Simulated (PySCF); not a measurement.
Species: C5H8N (doublet state).
Atom-mapped SMILES: `[CH3:1][N:2]1[CH:3][CH2:4][CH:5]=[CH:6]1` (hydrogens: H7, H8, H9 on C1; H10 on C3; H11, H12 on C4; H13 on C5; H14 on C6)

Structure used (GFN2-xTB), in Å, numbered top down from 1:
```
atom  x, y, z in Å
C1     1.9695   -0.3600   -0.2549
N2     0.5798   -0.1164   -0.0219
C3    -0.1076    0.9936   -0.4364
C4    -1.5449    0.8456   -0.0859
C5    -1.5421   -0.5071    0.5650
C6    -0.2862   -1.0000    0.5590
H7     2.5100    0.5862   -0.2855
H8     2.3783   -0.9758    0.5473
H9     2.1313   -0.8803   -1.2065
H10    0.3737    1.8061   -0.9360
H11   -1.9091    1.6367    0.5937
H12   -2.2130    0.8883   -0.9646
H13   -2.4163   -0.9797    0.9659
H14    0.0758   -1.9375    0.9386
```

Theory: UKS B3LYP, pcH-1 on C H N, non-relativistic, mean-field spin-orbit, GIAO in PySCF. Geometry: GFN2-xTB; no solvent, vibrations or thermal averaging. GFN2-xTB frequencies show an imaginary mode (160i cm⁻¹), so this geometry is no minimum at that level. Couplings are sensitive to structure, and on GFN2-xTB geometries they can be far from those on DFT ones. No stability test was run, so a lower SCF solution isn't excluded.

Largest spin populations (Mulliken): C3 (+0.76), C5 (+0.22), C4 (-0.10) and N2 (+0.09). The angles at C3 add up to 360.0°, so it is planar; its axial dipolar tensor and the negative coupling of its proton fit spin in a p orbital normal to that plane.

Q: Test a(H) = Q·ρ(C) for the protons on planar carbons with a spin population beyond ±0.08.

A: 
| H | C | ρ(C) | a(H) (G) | a/ρ (G) |
| --- | --- | --- | --- | --- |
| H10 | C3 | +0.762 | -18.46 | -24.2 |
| H13 | C5 | +0.215 | -5.23 | -24.3 |

A least-squares line through the origin gives Q = -24.2 G with Mulliken populations. In McConnell's picture π spin on carbon polarises the C–H bond and leaves opposite spin at the proton, which makes Q negative, as found here.

Couplings in gauss use g_iso = 2.0027.

The run took 59 s wall (grids of density and orbitals included) on one thread of an Arm Neoverse N1 (shared host), and the process peaked at 0.84 GiB of memory.
